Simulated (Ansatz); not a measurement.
**C2HAl: molecular dynamics**

The plan is to follow the molecule's vibrations and see whether its bonds hold. The start is relaxed first. Runs: 300 steps of 0.5 fs under a Langevin thermostat, set from 200 K to 10 K by a schedule. SMILES of the start: [C]1#[C][AlH]1.

Program: Ansatz 0.2.0. Level of theory: RKS B3LYP-D4/def2-SVP. These are calculated values, not measurements.

**1. Starting point**

Bond lengths: C1–C2 1.329 Å, C1–Al3 1.934 Å, C2–Al3 1.934 Å, Al3–H4 1.568 Å. Angles: C1–C2–Al3 69.9°, C2–C1–Al3 69.9°, C1–Al3–C2 40.2°, C1–Al3–H4 159.9°, C2–Al3–H4 159.9°.

Coordinates:

```xyz
4

C     1.0650   -0.4565    0.8883
C    -0.1727   -0.4697    1.3714
Al   -0.1769    0.1837   -0.4485
H    -0.7154    0.7425   -1.8112
```

**2. Preparing the start**

Contents of input.yaml:

```yaml
crystal:
  periodic: [false, false, false]
  atoms:
    - { symbol: C, position_ang: [1.06498, -0.45646, 0.8883] }
    - { symbol: C, position_ang: [-0.17269, -0.46971, 1.37142] }
    - { symbol: Al, position_ang: [-0.1769, 0.18371, -0.44854] }
    - { symbol: H, position_ang: [-0.71539, 0.74246, -1.81119] }
basis:
  gaussian: { orbitals: def2-SVP }
hamiltonian:
  xc: b3lyp
  dispersion: d4
relax:
  f_tol: 0.02
  max_steps: 40
```

Command:

```console
$ ansatz run input.yaml --threads 1 --pin off --max-ram 2048MiB --backend cpu --events-out ev --progress --plain --runs-dir out
```

What it wrote, cut to the lines that bear on the results:

```text
Warning: RAYON_NUM_THREADS=1 ignored (pool sized by the plan → 1); use --threads N
[...]
Functional definition: B3LYP
[...]
557 factors; integrals over basis functions are off by at most 3.0e-4 eV
[...]
mean field -8679.68979152 eV, -318.9727165332 hartree, gradient 2.5e-5 eV, S^2 0.000000; 0 other end points of the search recorded, 0 dependent functions left out
[...]
reference -8679.69000057 eV, -318.9727242158 hartree; 13, 13 occupied and 38, 38 virtual orbitals, 557 factors
relax step   1: F+E_penalty+E_count = -8679.79392412 eV  Δ(F+E_penalty+E_count) = +0.000e0 eV  max|allowed force component| = 3.299e0 eV/Å  Δτ_max = 0.0000 Å  (23 SCF iters, accepted)
[...]
relax step   3: F+E_penalty+E_count = -8679.90706395 eV  Δ(F+E_penalty+E_count) = -1.266e-2 eV  max|allowed force component| = 1.024e-1 eV/Å  Δτ_max = 0.0144 Å  (24 SCF iters, accepted)
[...]
relax step   4: F+E_penalty+E_count = -8679.90714746 eV  Δ(F+E_penalty+E_count) = -8.351e-5 eV  max|allowed force component| = 6.996e-3 eV/Å  Δτ_max = 0.0008 Å  (19 SCF iters, accepted)
557 factors; integrals over basis functions are off by at most 2.8e-4 eV
[...]
mean field -8679.80252974 eV, -318.9768595863 hartree, gradient 4.3e-5 eV, S^2 0.000000; 1 other end points of the search recorded, 0 dependent functions left out
[...]
reference -8679.80273940 eV, -318.9768672912 hartree; 13, 13 occupied and 38, 38 virtual orbitals, 557 factors
Total energy: -8679.90735712 eV, -318.9807119215 hartree
Atom 0 at     1.033389    -0.449862     0.881233 Å, force    -0.006055    -0.000543     0.003687 eV/Å
Atom 1 at    -0.154268    -0.462636     1.344997 Å, force     0.006996    -0.000377    -0.001482 eV/Å
Atom 2 at    -0.170973     0.177482    -0.433026 Å, force    -0.001007     0.000955    -0.002254 eV/Å
Atom 3 at    -0.708148     0.735016    -1.793213 Å, force     0.000066    -0.000035     0.000049 eV/Å
Dipole moment:    -0.304926     0.316527    -0.772259 e Å
```

Wall time 7.3 s (1 thread of Intel Xeon Platinum 8259CL at 2.50GHz (Skylake/Cascade Lake), shared host); peak memory 0.12 GiB.

The steps of the relaxation:

| step | energy from step 1 (eV) | largest force component (eV/Å) |
| --- | --- | --- |
| 1 | 0.0000 | 3.2989 |
| 2 | -0.1005 | 0.8865 |
| 3 | -0.1131 | 0.1024 |
| 4 | -0.1132 | 0.0070 |

Step 1 is the start.

After: Bond lengths: C1–C2 1.275 Å, C1–Al3 1.890 Å, C2–Al3 1.890 Å, Al3–H4 1.565 Å. Angles: C1–C2–Al3 70.3°, C2–C1–Al3 70.3°, C1–Al3–C2 39.4°, C1–Al3–H4 160.3°, C2–Al3–H4 160.3°.

**3. Dynamics**

300 steps of 0.5 fs under a Langevin thermostat, set from 200 K to 10 K by a schedule, from the relaxed start.

Contents of input.yaml:

```yaml
crystal:
  periodic: [false, false, false]
  atoms:
    - { symbol: C, position_ang: [1.033389, -0.449862, 0.881233] }
    - { symbol: C, position_ang: [-0.154268, -0.462636, 1.344997] }
    - { symbol: Al, position_ang: [-0.170973, 0.177482, -0.433026] }
    - { symbol: H, position_ang: [-0.708148, 0.735016, -1.793213] }
basis:
  gaussian: { orbitals: def2-SVP }
hamiltonian:
  xc: b3lyp
  dispersion: d4
md:
  timestep: 0.5
  n_steps: 300
  ensemble: nvt_langevin
  temperature: 200.0
  initial_velocities: maxwell_boltzmann
  seed: 219357
  friction: 0.02
  temperature_schedule:
    - { n_steps: 75, end_temperature: 200.0 }
    - { n_steps: 225, end_temperature: 10.0 }
```

Command:

```console
$ ansatz run input.yaml --threads 1 --pin off --max-ram 2048MiB --backend cpu --events-out ev --progress --plain --runs-dir out
```

What it wrote, cut to the lines that bear on the results:

```text
Warning: RAYON_NUM_THREADS=1 ignored (pool sized by the plan → 1); use --threads N
[...]
[... 1 set-up line as earlier in the session ...]
[...]
556 factors; integrals over basis functions are off by at most 3.7e-4 eV
[...]
mean field -8679.80252967 eV, -318.9768595838 hartree, gradient 2.7e-5 eV, S^2 0.000000; 0 other end points of the search recorded, 0 dependent functions left out
[...]
reference -8679.80273933 eV, -318.9768672887 hartree; 13, 13 occupied and 38, 38 virtual orbitals, 556 factors
md step     0: t =     0.00 fs  T =   150.0 K (target 200.0 K)  F+E_penalty+E_count = -8679.90714739 eV  E_kin = 0.077556 eV  (23 SCF iters)
[...]
md step    22: t =    11.00 fs  T =   125.1 K (target 200.0 K)  F+E_penalty+E_count = -8679.87264789 eV  E_kin = 0.064686 eV  (23 SCF iters)
[...]
md step    44: t =    22.00 fs  T =   110.7 K (target 200.0 K)  F+E_penalty+E_count = -8679.86615131 eV  E_kin = 0.057233 eV  (25 SCF iters)
[...]
md step    66: t =    33.00 fs  T =   218.7 K (target 200.0 K)  F+E_penalty+E_count = -8679.85722001 eV  E_kin = 0.113081 eV  (24 SCF iters)
[...]
md step    88: t =    44.00 fs  T =   126.4 K (target 189.4 K)  F+E_penalty+E_count = -8679.82614335 eV  E_kin = 0.065365 eV  (22 SCF iters)
md step    89: t =    44.50 fs  T =   151.0 K (target 188.6 K)  F+E_penalty+E_count = -8679.83499109 eV  E_kin = 0.078049 eV  (22 SCF iters)
```

**4. More of the same log: dynamics from the start**

Output, continued, cut to the lines that bear on the results:

```text
md step    90: t =    45.00 fs  T =   152.3 K (target 187.8 K)  F+E_penalty+E_count = -8679.84524949 eV  E_kin = 0.078753 eV  (24 SCF iters)
[...]
md step   118: t =    59.00 fs  T =   181.4 K (target 164.1 K)  F+E_penalty+E_count = -8679.86362450 eV  E_kin = 0.093786 eV  (24 SCF iters)
[...]
md step   146: t =    73.00 fs  T =   205.7 K (target 140.5 K)  F+E_penalty+E_count = -8679.86450579 eV  E_kin = 0.106336 eV  (25 SCF iters)
[...]
md step   174: t =    87.00 fs  T =   110.4 K (target 116.8 K)  F+E_penalty+E_count = -8679.86370528 eV  E_kin = 0.057056 eV  (23 SCF iters)
[...]
md step   202: t =   101.00 fs  T =    84.0 K (target 93.2 K)  F+E_penalty+E_count = -8679.87503242 eV  E_kin = 0.043407 eV  (23 SCF iters)
md step   203: t =   101.50 fs  T =    79.5 K (target 92.3 K)  F+E_penalty+E_count = -8679.87129382 eV  E_kin = 0.041100 eV  (23 SCF iters)
```

**5. The output, continued: dynamics from the start**

Output, continued, cut to the lines that bear on the results:

```text
md step   204: t =   102.00 fs  T =    80.0 K (target 91.5 K)  F+E_penalty+E_count = -8679.86795356 eV  E_kin = 0.041378 eV  (23 SCF iters)
[...]
md step   227: t =   113.50 fs  T =    96.9 K (target 72.1 K)  F+E_penalty+E_count = -8679.87639683 eV  E_kin = 0.050107 eV  (23 SCF iters)
[...]
md step   250: t =   125.00 fs  T =    95.7 K (target 52.6 K)  F+E_penalty+E_count = -8679.88343603 eV  E_kin = 0.049494 eV  (23 SCF iters)
[...]
md step   273: t =   136.50 fs  T =    67.3 K (target 33.2 K)  F+E_penalty+E_count = -8679.87113542 eV  E_kin = 0.034786 eV  (22 SCF iters)
[...]
md step   298: t =   149.00 fs  T =    53.3 K (target 12.1 K)  F+E_penalty+E_count = -8679.86397769 eV  E_kin = 0.027542 eV  (24 SCF iters)
md step   299: t =   149.50 fs  T =    56.0 K (target 11.3 K)  F+E_penalty+E_count = -8679.86487386 eV  E_kin = 0.028957 eV  (19 SCF iters)
[...]
md step   300: t =   150.00 fs  T =    56.8 K (target 10.4 K)  F+E_penalty+E_count = -8679.86669346 eV  E_kin = 0.029383 eV  (24 SCF iters)
Total energy: -8679.86690323 eV, -318.9792252687 hartree
Atom 0 at     0.937912    -0.717163     0.809792 Å, force     1.076608    -0.128478    -0.930548 eV/Å
Atom 1 at    -0.128363    -0.507746     1.438871 Å, force    -1.346975     0.174650     0.987870 eV/Å
Atom 2 at    -0.406184     0.193327    -0.250773 Å, force     0.296277     0.084624    -0.292409 eV/Å
Atom 3 at    -0.934599     0.931983    -1.546670 Å, force    -0.025910    -0.130795     0.235087 eV/Å
Dipole moment:    -0.464947     0.402961    -0.669830 e Å
```

Run time: 6.3 min. Hardware: 1 thread of Intel Xeon Platinum 8259CL at 2.50GHz (Skylake/Cascade Lake), shared host; peak memory 0.12 GiB.

**6. What the atoms did**

One step in 12; energies are changes from step 0:

| time (fs) | T (K) | potential energy change (meV/atom) |
| --- | --- | --- |
| 0.0 | 150 | 0.0 |
| 6.0 | 109 | 7.0 |
| 12.0 | 100 | 10.7 |
| 18.0 | 92 | 9.5 |
| 24.0 | 103 | 11.2 |
| 30.0 | 213 | 8.1 |
| 36.0 | 208 | 11.0 |
| 42.0 | 154 | 20.0 |
| 48.0 | 203 | 8.5 |
| 54.0 | 156 | 15.3 |
| 60.0 | 145 | 14.2 |
| 66.0 | 253 | 9.1 |
| 72.0 | 167 | 14.5 |
| 78.0 | 118 | 16.5 |
| 84.0 | 159 | 5.5 |
| 90.0 | 159 | 3.5 |
| 96.0 | 55 | 12.8 |
| 102.0 | 80 | 9.8 |
| 108.0 | 134 | 1.7 |
| 114.0 | 80 | 7.5 |
| 120.0 | 104 | 6.2 |
| 126.0 | 107 | 4.9 |
| 132.0 | 60 | 9.7 |
| 138.0 | 47 | 11.0 |
| 144.0 | 58 | 9.8 |
| 150.0 | 57 | 10.1 |

time (fs), T (K) and a bar:
```
      0.0        150 ###############
      6.5        113 #########
     13.0         95 #######
     19.5         63 ##
     26.0        137 #############
     32.5        232 ############################
     39.0        206 ########################
     45.5        138 #############
     52.0        119 ##########
     58.5        187 #####################
     65.0        244 ##############################
     71.5        169 ##################
     78.5        132 ############
     85.0        121 ###########
     91.5        158 #################
     98.0         95 #######
    104.5         92 ######
    111.0         95 ######
    117.5         93 ######
    124.0        104 ########
    130.5         80 ####
    137.0         69 ##
    143.5         53 
    150.0         57 #
```

Maxima of the velocity power spectrum (cm⁻¹, relative height; resolution about 440 cm⁻¹): 440 (80), 1890 (92).

**7. Snapshots as a file**

Extended XYZ, with forces in eV/Å:

```xyz
4
time_fs=19.0 T=71 dE=0.0394
C     0.990   -0.507    0.865    0.341    0.075   -0.223
C    -0.181   -0.392    1.343   -0.281    0.101    0.172
Al   -0.163    0.191   -0.461   -0.336   -0.280   -0.208
H    -0.856    0.504   -1.856    0.276    0.104    0.259
4
time_fs=37.5 T=218 dE=0.0317
C     0.984   -0.516    0.820   -0.402   -0.015    0.285
C    -0.143   -0.349    1.409    0.353    0.073   -0.731
Al   -0.172    0.214   -0.458    0.125    0.082    0.297
H    -0.590    0.902   -1.814   -0.075   -0.140    0.148
4
time_fs=56.0 T=183 dE=0.0357
C     1.010   -0.569    0.826   -1.061    0.212    0.318
C    -0.131   -0.317    1.372    0.907   -0.337   -0.281
Al   -0.212    0.251   -0.406    0.220    0.278    0.017
H    -0.652    1.082   -1.659   -0.066   -0.153   -0.054
4
time_fs=75.0 T=206 dE=0.0372
C     0.996   -0.621    0.821    0.369   -0.004   -0.369
C    -0.115   -0.366    1.375   -0.353   -0.151    0.916
Al   -0.250    0.280   -0.333    0.080   -0.054   -0.129
H    -0.916    0.909   -1.565   -0.096    0.209   -0.417
4
time_fs=94.0 T=70 dE=0.0459
C     0.962   -0.629    0.767    1.433   -0.097   -1.176
C    -0.075   -0.469    1.451   -1.643    0.489    0.536
Al   -0.280    0.280   -0.329    0.386   -0.631    0.962
H    -0.949    0.895   -1.568   -0.176    0.238   -0.322
4
time_fs=112.5 T=84 dE=0.0310
C     0.953   -0.659    0.744    1.666   -0.390   -0.769
C    -0.083   -0.481    1.424   -1.394    0.157    1.177
Al   -0.313    0.232   -0.293   -0.137    0.054   -0.121
H    -1.008    0.907   -1.492   -0.135    0.178   -0.287
4
time_fs=131.0 T=73 dE=0.0355
C     0.971   -0.702    0.806    1.127   -0.089   -1.079
C    -0.098   -0.494    1.428   -1.437    0.200    0.991
Al   -0.372    0.211   -0.265    0.356   -0.088    0.105
H    -0.971    0.959   -1.501   -0.046   -0.024   -0.017
4
time_fs=150.0 T=57 dE=0.0405
C     0.938   -0.717    0.810    1.077   -0.129   -0.930
C    -0.128   -0.508    1.439   -1.347    0.175    0.988
Al   -0.406    0.193   -0.251    0.296    0.085   -0.292
H    -0.935    0.932   -1.547   -0.026   -0.131    0.235
```

**8. What came out**

| quantity | value |
| --- | --- |
| relaxation of the start | 3 moves, 0.113 eV lower |
| length | 300 steps of 0.5 fs |
| temperature, first and last step | 150 and 57 K |
| temperature, second half | mean 99 K, from 33 to 206 K |
| potential energy, second half | +8 meV/atom from the start |
| bonds formed or broken | 0 |

In words: The set-point goes from 200 to 10 K in 150 fs, and the last tenth of the run averages 53 K. Such a rate, of order 10^15 K/s, is far beyond any furnace or quench, and the atoms lag the set-point. The bonding pattern survives the run. 150 fs on 4 atoms is far too short and small for converged averages. The nuclei move classically, without zero-point motion, which matters most for hydrogen.
